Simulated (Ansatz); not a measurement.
```yaml
crystal:
  periodic: [false, false, false]
  atoms:
    - {symbol: N, position_ang: [-1.642740, -0.255346, -0.002682]}
    - {symbol: S, position_ang: [-0.370938, 0.619397, 0.005144]}
    - {symbol: S, position_ang: [1.167314, -0.516353, -0.004020]}
    - {symbol: H, position_ang: [-2.506537, 0.270315, 0.001513]}
basis:
  gaussian: {orbitals: def2-TZVP}
hamiltonian: {xc: pbe0}
relax: {f_tol: 0.004, max_steps: 80}
```

```sh
$ ansatz run in.yaml --threads 1 --pin off --events-out ev --progress --plain --max-ram 2176MiB
```

Steps of the relaxation (energy above the last step; positions in Å, forces in eV/Å):

```
4
step 1, 73.2 meV
N    -1.643   -0.255   -0.003    0.349   -0.243   -0.002
S    -0.371    0.619    0.005    0.011   -0.992   -0.008
S     1.167   -0.516   -0.004   -0.232    0.635    0.005
H    -2.507    0.270    0.002   -0.128    0.600    0.005
```

```
4
step 2, 24.9 meV
N    -1.674   -0.271   -0.003    0.275   -0.426   -0.004
S    -0.376    0.558    0.005   -0.307    0.038    0.000
S     1.207   -0.482   -0.004   -0.198    0.053    0.000
H    -2.510    0.313    0.002    0.229    0.335    0.003
```

```
4
step 3, 12.3 meV
N    -1.674   -0.284   -0.003    0.002   -0.351   -0.003
S    -0.383    0.551    0.005   -0.251    0.229    0.002
S     1.199   -0.475   -0.004    0.025   -0.074   -0.001
H    -2.496    0.325    0.002    0.225    0.196    0.002
```

```
4
step 5, 0.1 meV
N    -1.683   -0.313   -0.003    0.097    0.020    0.000
S    -0.400    0.545    0.005   -0.075   -0.038    0.000
S     1.194   -0.463   -0.004    0.013   -0.007    0.000
H    -2.464    0.349    0.002   -0.034    0.025    0.000
```

```
4
step 6, 0.0 meV
N    -1.682   -0.312   -0.003   -0.005    0.006    0.000
S    -0.401    0.545    0.005    0.001   -0.002    0.000
S     1.195   -0.463   -0.004   -0.004    0.002    0.000
H    -2.465    0.349    0.002    0.007   -0.006    0.000
```

```
4
step 7, 0.0 meV
N    -1.682   -0.312   -0.003    0.000    0.000    0.000
S    -0.401    0.545    0.005    0.000    0.000    0.000
S     1.195   -0.463   -0.004    0.000    0.000    0.000
H    -2.465    0.349    0.002    0.000    0.000    0.000
```

Close pairs at the end: N1–H4 1.024 Å, N1–S2 1.542 Å, S2–S3 1.887 Å.

A stationary point of restricted PBE0 after 7 steps (its stability towards spin polarisation wasn't tested); no frequencies were run, so it isn't proven a minimum. 17 s on 1 thread of Arm Neoverse V2, shared host.
